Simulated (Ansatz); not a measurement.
# Rock-salt TiN

Level of theory: LDA in Ansatz (plane waves, PAW).

Run with plane-wave cutoff 520 eV, 16×16×16 k mesh, Fermi–Dirac smearing 0.1 eV, perturbation theory, force constants from a 4×4×4 q mesh, no spin polarisation, scalar-relativistic PAW data made under PBE.

Cell: relaxed at this level.

```
Quantity                                Result
-------------------------------  -------------
zone-centre TO phonon frequency       551 cm⁻¹
zero-point energy                0.077 eV/atom
```

Ansatz is a quantum-chemistry and plane-wave program.
